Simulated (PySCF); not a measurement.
Level of theory: PySCF, PBE0, basis B def2-TZVP, S def2-TZVP, H def2-TZVP (no relativity, density fitting). Open shells, if any, are unrestricted.

What shape and geometry does isolated singlet HBS take (every ligand bound to B)?

Counting electrons, boron keeps none of its valence electrons outside its bonds, so the VSEPR class is AX2 and the expected shape is linear; with unlike ligands the computed point group is C∞v. The lowest minimum found is a singlet of C∞v symmetry with B–H 1.175 Å, B–S 1.598 Å; H–B–S 180.0°. Its harmonic wavenumbers are 730 (π), 1205 (σ+), 2833 (σ+) cm⁻¹ and its dipole moment is 1.42 D.

Other isomers or separated fragments may lie lower.
